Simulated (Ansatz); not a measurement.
System: hcp Tc. Method: PBE (plane waves, PAW; Ansatz, a quantum-chemistry and plane-wave program).

Run with plane-wave cutoff 520 eV, 30×30×14 k mesh (along the axes of the cell as run), Fermi–Dirac smearing 0.054 eV (set by the program), no spin polarisation, scalar-relativistic PAW data made under PBE.

Cell (measured lattice):

```xyz
2
Lattice="2.7412 0.0000 0.0000 -1.3706 2.3739 0.0000 0.0000 0.0000 4.3990" Properties=species:S:1:pos:R:3 pbc="T T T"
Tc     1.3706     0.7913     3.2992
Tc     0.0000     1.5826     1.0998
```

Predict the elastic constant C66, elastic constant C44, elastic constant C33, elastic constant C11, Young modulus, elastic constant C12 and elastic constant C13.


- elastic constant C66: 137 GPa
- elastic constant C44: 140 GPa
- elastic constant C33: 554 GPa
- elastic constant C11: 507 GPa
- Young modulus: 379 GPa
- elastic constant C12: 233 GPa
- elastic constant C13: 192 GPa

Note: the cell isn't this level's own, so it is under some stress, which shifts stiffness and frequencies.

Elastic constants are with the ions relaxed.

Computed values are for the static lattice.

Computing time: roughly 27 core-minutes.
